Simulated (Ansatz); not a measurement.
Process, species as SMILES: [H][H] (H2) → 2 H atom
B3LYP-D3(BJ)/def2-TZVP geometries, fixed; electronic energies without zero-point terms.
Largest species:
```xyz
2

H      0.0000     0.0000    -0.3720
H      0.0000     0.0000     0.3720
```

Core correlation in the atomisation energy at MP2 with Ansatz (a quantum-chemistry and plane-wave program), in kcal/mol: frozen core against all electrons. Core-valence sets carry the plain set on hydrogen. Open shells are unrestricted.

| basis | functions, most | frozen core | all electrons | core term (second minus first) |
|---|---|---|---|---|
| cc-pCVDZ | 10 | 98.26 | 98.26 | 0.00 |
| cc-pVDZ | 10 | 98.26 | 98.26 | 0.00 |
| cc-pCVTZ | 28 | 103.54 | 103.54 | 0.00 |
| cc-pVTZ | 28 | 103.54 | 103.54 | 0.00 |
| cc-pwCVTZ | 28 | 103.54 | 103.54 | 0.00 |
| cc-pCVQZ | 60 | 104.58 | 104.58 | 0.00 |
| cc-pVQZ | 60 | 104.58 | 104.58 | 0.00 |
| cc-pwCVQZ | 60 | 104.58 | 104.58 | 0.00 |

The largest core-valence set, cc-pwCVQZ, gives a core term of 0.00 kcal/mol; the valence set cc-pVQZ, which lacks functions for the core, gives 0.00.
